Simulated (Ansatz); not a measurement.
Elements on the sites of an ideal fluorite lattice, at a guessed lattice constant:

```xyz
18
Lattice="5.2069 2.6035 -2.6035 2.6035 5.2069 2.6035 5.2069 -2.6035 2.6035" Properties=species:S:1:pos:R:3 pbc="T T T"
O     6.5086    1.3017    1.3017
O     9.1122    3.9052    1.3017
O     6.5086    3.9052   -1.3017
O     3.9052    3.9052    1.3017
O     3.9052    1.3017   -1.3017
O     6.5087    3.9052    3.9052
O     9.1121    3.9052    3.9052
O     9.1121    1.3017    1.3017
O     6.5087    1.3017   -1.3017
O     3.9052    1.3017    1.3017
O     6.5087    3.9052    1.3017
O     6.5087    1.3018    3.9052
Y     5.2070    2.6035    2.6035
Hf    0.0000    0.0000    0.0000
Hf    5.2070    5.2070    0.0000
Ta    5.2069    0.0000    0.0000
Ta    7.8104    2.6034    0.0000
Bi    2.6034    2.6034    0.0000
```

Cell and atoms were relaxed without symmetry on coarser meshes and computed once more. Computed with DFT PBE, scalar-relativistic, plane waves, PAW (Ansatz).

Plane waves to 420 eV, a k mesh through Γ of 4×4×4 on the computed 18-atom cell and Gaussian smearing (0.02 eV); no spin polarisation.

The relaxation ran on 2×2×2 (shifted) and then 3×3×3 k points with a smearing of 0.1 eV, from sites shaken by 0.02 Å.

Problem. What does the relaxation give?

Solution. A volume of 12.43 Å³/atom and a gap on the mesh of 3.20 eV. It lies 2.90 eV/atom below the elements' standard states (static lattices, no corrections for gases). The atoms leave their sites by 0.50 Å (root mean square) and 0.84 Å at most, and the cell stretches by up to 6.2 % at fixed volume.

```xyz
18
Lattice="5.4774 2.4634 -2.7734 2.6338 5.2220 2.8590 5.2944 -2.4202 2.4506" Properties=species:S:1:pos:R:3 pbc="T T T"
O     6.2077    1.2953    0.8192
O     9.7356    4.1376    1.6900
O     6.1861    3.8547   -1.1799
O     4.4782    3.7742    0.9791
O     4.3027    1.0725   -1.1633
O     6.8886    4.1290    3.6982
O     9.3071    3.8381    4.1114
O     8.8797    1.2745    0.4687
O     9.5575    6.7390    1.0393
O     3.4738    1.3226    1.8669
O     7.1498    3.7570    1.2248
O     6.8785    1.5198    4.2262
Y     5.3412    2.6407    2.6744
Hf   10.6152    0.2867   -0.2746
Hf    5.6764    5.2796    0.3258
Ta    8.2485    4.9519    2.6593
Ta    7.6376    2.5516   -0.2887
Bi    2.8203    2.6316    0.1580
```

Spin-orbit coupling is left out, which matters for the bands of heavy elements.

Cost: 2 runs of about 10 core-minutes in all (earlier runs that led there not counted), on Arm Neoverse V1 (shared hosts).